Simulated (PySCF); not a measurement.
**Highest orbital energy against ionisation energy along the third row**

Calculated with PySCF 2.14, no spin-orbit coupling. Each cell gives −ε(HOMO) / ΔSCF in eV; NIST values include spin-orbit coupling, (s) semi-empirical, (t) theoretical.

```
                               species              UHF              LDA              PBE             PBE0           r2SCAN  NIST (lowest levels)
    Mg (aug-cc-pVTZ, non-relativistic)    6.886 / 6.607    4.774 / 7.722    4.698 / 7.614    5.425 / 7.542    4.815 / 7.367                 7.646
Al (aug-cc-pV(T+d)Z, non-relativistic)    5.932 / 5.599    3.018 / 6.029    3.095 / 6.071    3.907 / 6.089    3.349 / 6.164                 5.986
Si (aug-cc-pV(T+d)Z, non-relativistic)    8.199 / 7.639    4.584 / 8.240    4.611 / 8.200    5.633 / 8.220    4.923 / 8.325                 8.152
 P (aug-cc-pV(T+d)Z, non-relativistic)   10.672 / 9.911   6.308 / 10.585   6.300 / 10.495   7.540 / 10.535   6.709 / 10.643                10.487
 S (aug-cc-pV(T+d)Z, non-relativistic)   10.331 / 9.243   6.177 / 10.569   6.163 / 10.434   7.425 / 10.409   6.422 / 10.381                10.360
Cl (aug-cc-pV(T+d)Z, non-relativistic)  13.091 / 11.775   8.218 / 13.207   8.139 / 12.978   9.609 / 12.962   8.471 / 13.011                12.968
Ar (aug-cc-pV(T+d)Z, non-relativistic)  16.092 / 14.563  10.418 / 15.999  10.295 / 15.714  11.989 / 15.725  10.743 / 15.773                15.760
```

Question: How far is −ε(HOMO) from ΔSCF on average for each method, and why?

Answer: UHF 0.84 eV; LDA -4.12 eV; PBE -4.03 eV; PBE0 -2.85 eV; r2SCAN -3.75 eV. Hartree-Fock orbital energies lack relaxation and so exceed the ΔSCF value; semilocal functionals have convex E(N) from self-interaction, so their HOMO lies far too high; exact exchange moves hybrids part of the way back.
